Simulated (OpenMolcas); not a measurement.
# C2H3N (SMILES C#CN) at RI-MP2/6-31G (RICD fitting)

What is the energy difference between two shapes of C2H3N at RI-MP2/6-31G (RICD fitting)? 

The calculation is run with OpenMolcas 26.06.

8 further runs of the same task are left out: 8 set aside as unsound or not needed.

## 1. Starting point

The species is C2H3N (6 atoms), meant as a singlet with charge 0. As SMILES, `C#CN`. Geometry: relaxed at PBE0-D4/def2-TZVP.

Bond lengths: C1–C2 1.202 Å, C2–N3 1.344 Å, C1–H4 1.063 Å, N3–H5 1.009 Å, N3–H6 1.009 Å. Angles: C1–C2–N3 177.2°, C2–C1–H4 179.7°, C2–N3–H5 115.0°, C2–N3–H6 115.0°, H5–N3–H6 112.2°.

## 2. Energy and gradient at RI-MP2/6-31G (RICD fitting)

Input file mol.inp:

```
&GATEWAY
 Coord
 6
 angstrom
 C       -1.168700      -0.477700      -0.707000
 C       -0.183100      -0.153000      -0.100700
 N        0.923600       0.147300       0.599600
 H       -2.040400      -0.760400      -1.244800
 H        1.728200       0.390500       0.041600
 H        0.782500       0.789200       1.365100
 Basis
 6-31G
 Group
 NoSym
 RICD
 aCD

&SEWARD

&SCF
 PrOrbitals
 1

&MBPT2
 Frozen
 3
 Grdt

&ALASKA
```

Command:

```console
$ export MOLCAS_MEM=1860
$ pymolcas mol.inp > mol.log
```

The log of the run:

```text
--- Start Module: gateway ---
[...]
--- Stop Module: gateway /rc=_RC_ALL_IS_WELL_ ---
[...]
      Basis functions           33
[...]
       Convergence after  12 Iterations
[...]
::    Total SCF energy                               -131.7942571808
[...]
      Total spin, S                                     0.0000000000
[...]
      Total electronic charge=   22.000000
      Total            charge=   -0.000000
[...]
--- Start Module: mbpt2 ---
[...]
WARNING!
Default frozen orbitals as non valence orbitals is overwritten by user input.
Default values:   3
[...]
       Reference weight ( Cref**2 )         =        0.89428
::    Total MBPT2 energy                             -132.0773019303
[...]
      Dipole Moment (debye):
      Origin of the operator (angstrom)=   -0.0686   -0.1239   -0.0276
                   X=  8.4051E-01               Y=  1.7028E+00               Z=  8.7467E-02           Total=  1.9009E+00
      Quadrupole Moment (debye*angstrom):
[...]
--- Stop Module: mbpt2 /rc=_RC_ALL_IS_WELL_ ---
--- Start Module: alaska ---
[...]
 *              Molecular gradients               *
 **************************************************
  Irreducible representation: a
 ------------------------------------------------------------------------------------------
                              X                       Y                       Z
 ------------------------------------------------------------------------------------------
  C1                4.70967461053302E-02    1.76742212492744E-02    2.83261019417660E-02
  C2               -1.70373135889799E-02   -4.81105837575679E-03   -1.07166858558747E-02
  N3               -2.25157863777454E-02   -1.48899085686156E-02   -1.16269027231590E-02
  H4                2.96968538091402E-03    2.04482783944471E-04    2.05731754172578E-03
  H5               -8.12644909122984E-03    2.11611014423307E-03   -7.24965805720679E-06
  H6               -2.38688242834928E-03   -2.93847233089117E-04   -8.03258124639816E-03
 ------------------------------------------------------------------------------------------
--- Stop Module: alaska /rc=_RC_ALL_IS_WELL_ ---
[...]
```

It took 2 s on 1 thread of Arm Neoverse V2, shared host; peak memory 0.22 GiB.

## 3. The distorted shape

Input file mol.inp:

```
* C2H3N RI-MP2

&GATEWAY
  Coord
  6
  angstrom
  C       -1.143969      -0.456584      -0.839216
  C       -0.013136      -0.135433      -0.036108
  N        1.008529       0.386414       0.774447
  H       -1.857215      -0.658421      -1.063791
  H        1.658292       0.432694       0.005203
  H        0.723773       0.733140       1.332974
  Basis=6-31G
  Group=NoSym
  RICD
  aCD

&SEWARD

&SCF
  PrOrbitals=1

&MBPT2
  Frozen=3
  Grdt

&ALASKA
```

Command:

```console
$ export MOLCAS_MEM=1860
$ pymolcas mol.inp > mol.log
```

The log of the run:

```text
--- Start Module: gateway ---
[...]
--- Stop Module: gateway /rc=_RC_ALL_IS_WELL_ ---
[...]
      Basis functions           33
[...]
       Convergence after  14 Iterations
[...]
::    Total SCF energy                               -131.4166301174
[...]
      Total spin, S                                     0.0000000000
[...]
      Total electronic charge=   22.000000
      Total            charge=   -0.000000
[...]
--- Start Module: mbpt2 ---
[...]
WARNING!
Default frozen orbitals as non valence orbitals is overwritten by user input.
Default values:   3
[...]
       Reference weight ( Cref**2 )         =        0.86793
::    Total MBPT2 energy                             -131.7252610643
[...]
      Dipole Moment (debye):
      Origin of the operator (angstrom)=    0.0187   -0.0288    0.0150
                   X=  8.5237E-01               Y=  1.3058E+00               Z=  2.0345E-01           Total=  1.5726E+00
      Quadrupole Moment (debye*angstrom):
[...]
--- Stop Module: mbpt2 /rc=_RC_ALL_IS_WELL_ ---
--- Start Module: alaska ---
[...]
 *              Molecular gradients               *
 **************************************************
  Irreducible representation: a
 ------------------------------------------------------------------------------------------
                              X                       Y                       Z
 ------------------------------------------------------------------------------------------
  C1               -7.20281348048331E-01   -2.10062798018751E-01   -2.95265254106705E-01
  C2                2.07576086653890E-01    6.61460940729608E-02    1.03115695626658E-01
  N3               -2.48398718293088E-01    4.17635099723142E-01    6.55840123581404E-01
  H4                5.43054366169613E-01    1.58595448882505E-01    1.76271322074887E-01
  H5               -4.17579152466063E-02   -3.59222879284871E-02   -3.66926305676492E-02
  H6                2.59807528764533E-01   -3.96391556731376E-01   -6.03269256608606E-01
 ------------------------------------------------------------------------------------------
--- Stop Module: alaska /rc=_RC_ALL_IS_WELL_ ---
[...]
```

Run time: 2 s. Hardware: 1 thread of Arm Neoverse V2, shared host; peak memory 0.22 GiB.

## 4. Results

At RI-MP2/6-31G (RICD fitting), 3 core orbitals frozen:

| quantity | value |
| --- | --- |
| first shape: total energy | -132.07730 Eh |
| first shape: dipole moment (mean-field density) | 1.93 D |
| first shape: HOMO energy (Hartree–Fock orbitals) | -9.13 eV |
| first shape: LUMO energy (Hartree–Fock orbitals) | 5.77 eV |
| first shape: HOMO–LUMO gap (Hartree–Fock orbitals) | 14.90 eV |
| first shape: correlation energy (3 core orbitals frozen) | -283.0 mEh |
| first shape: largest force on an atom | 2.969 eV/Å |
| distorted shape: total energy | -131.72526 Eh |
| distorted shape: dipole moment (mean-field density) | 1.56 D |
| distorted shape: HOMO energy (Hartree–Fock orbitals) | -8.70 eV |
| distorted shape: LUMO energy (Hartree–Fock orbitals) | 4.21 eV |
| distorted shape: HOMO–LUMO gap (Hartree–Fock orbitals) | 12.91 eV |
| distorted shape: correlation energy (3 core orbitals frozen) | -308.6 mEh |
| distorted shape: largest force on an atom | 41.973 eV/Å |
| energy change with the atoms displaced | 9.580 eV |

With the atoms displaced the energy rises by 9.58 eV (924 kJ/mol). The first shape isn't relaxed at this level, so the change isn't measured from a minimum. The largest force (first shape) is 2.97 eV/Å: the shape isn't a stationary point for this species at this level. Mulliken charges (first shape) of the mean-field density run from -0.88 on N3 to +0.36 on H5; they depend strongly on the basis.
